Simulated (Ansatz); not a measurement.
# BH4N: the cost of one run

Program: Ansatz 0.2.0, Gaussian basis. Level of theory: PBE0-D4/def2-TZVP structures, single points in def2-TZVPP, no counterpoise correction. These are calculated values, not measurements.

Levels: SPW92, PBE-D4, BLYP-D4, r2SCAN-D4, B97M-V, PBE0-D4, B3LYP-D4, r2SCAN0-D4, BHLYP-D4, CAM-B3LYP-D4, wB97X-V, wB97M-V, B2PLYP, PBE-QIDH, RPA on PBE, Hartree-Fock, MP2, CCSD, CCSD(T).

Cores are frozen in the correlated methods. B3LYP uses VWN-RPA correlation. B2PLYP carries no dispersion term here.

78 further runs of the same task are left out: 78 set aside as unsound or not needed.

### 1 The system as given

The complex: 9 atoms, charge 0, spin multiplicity 1.

Atoms are counted from 1 here; the program's logs count them from 0.

Bond lengths: B1–N2 1.382 Å, B1–H3 1.197 Å, B1–H4 1.200 Å, N2–H7 1.006 Å, N2–H8 1.010 Å, H5–S6 1.342 Å, S6–H9 1.343 Å. Angles: N2–B1–H3 119.7°, N2–B1–H4 118.9°, H3–B1–H4 121.4°, B1–N2–H7 123.1°, B1–N2–H8 122.8°, H7–N2–H8 114.1°, H5–S6–H9 92.2°.

As a file:

```xyz
9
BH6NS
B     0.8012   -0.9121   -0.8607
N     1.1966    0.1951   -0.1342
H     1.5841   -1.4572   -1.5841
H    -0.3270   -1.3065   -0.7506
H    -2.2853    1.5225    0.4339
S    -1.8400    0.9583    1.5671
H     2.1264    0.5765   -0.1772
H     0.5762    0.6893    0.4910
H    -1.8323   -0.2659    1.0149
```

Its parts: BNH4 holds atoms 1, 2, 3, 4, 7, 8; H2S holds atoms 5, 6, 9. Each part counts its atoms afresh in its own runs.

### 2 Relaxing BNH4 alone

relax-a/in.yaml

```yaml
crystal:
  periodic: [false, false, false]
  atoms:
    - {symbol: B, position_ang: [0.801209, -0.912148, -0.860699]}
    - {symbol: N, position_ang: [1.196634, 0.195091, -0.134173]}
    - {symbol: H, position_ang: [1.584057, -1.457231, -1.584131]}
    - {symbol: H, position_ang: [-0.326950, -1.306474, -0.750646]}
    - {symbol: H, position_ang: [2.126368, 0.576517, -0.177184]}
    - {symbol: H, position_ang: [0.576247, 0.689303, 0.490966]}
basis:
  gaussian: {orbitals: def2-TZVP}
hamiltonian: {xc: pbe0, dispersion: d4}
relax: {f_tol: 0.005, max_steps: 200}
```

Run with:

```
$ ansatz run in.yaml --threads 2 --pin off --events-out ev --progress --plain --max-ram 4352MiB
```

**Question.** How long does this run take on 2 threads of Arm Neoverse V1, shared host?

About 3.3 s.
